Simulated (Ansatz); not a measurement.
Reaction (isomerisation): `CC1N=C(O)O1` → `C=C(O)C(=N)O`

Calculated with Ansatz (gas phase, PBE0-D4/def2-TZVP geometries, no zero-point term in ΔE). CCSD(T)/CBS adds triple-zeta CCSD(T) − MP2 to the extrapolated MP2 energy (def2 sets, frozen cores). DFT in def2-TZVPP. Each species was taken in one conformer, which may not be the lowest.

```csv
level,ΔE (kcal/mol),difference from CCSD(T)/CBS
LDA (SPW92),-7.0,1.4
PBE-D4,-7.8,0.6
revPBE-D4,-7.5,0.9
PBE0,-5.4,3.0
RPA@PBE/def2-TZVPP,-5.5,2.9
HF/def2-SVP,-6.5,1.9
CCSD/def2-SVP,-5.5,2.9
HF/def2-TZVPP,-6.5,1.9
MP2/def2-TZVPP,-5.7,2.7
CCSD/def2-TZVPP,-6.8,1.6
CCSD(T)/CBS,-8.4,0
```

Largest T1 diagnostic among the species: 0.014.

From BLYP to BHLYP (50 % exact exchange), in def2-TZVPP and without D4, ΔE moves by +4.0 kcal/mol. Leaving LDA and LC-ωPBE aside and taking each functional with its dispersion term where it has one, the values, not all of them listed here, spread over 9.4 kcal/mol, from BLYP-D4 to PBE-QIDH. At CCSD(T), def2-SVP lies +2.7 kcal/mol from the extrapolated value and def2-TZVPP +1.2 kcal/mol.

CCSD(T)/CBS has its own doubt, a few kJ/mol and more with outer-core shells, so smaller differences from it don't rank the levels.
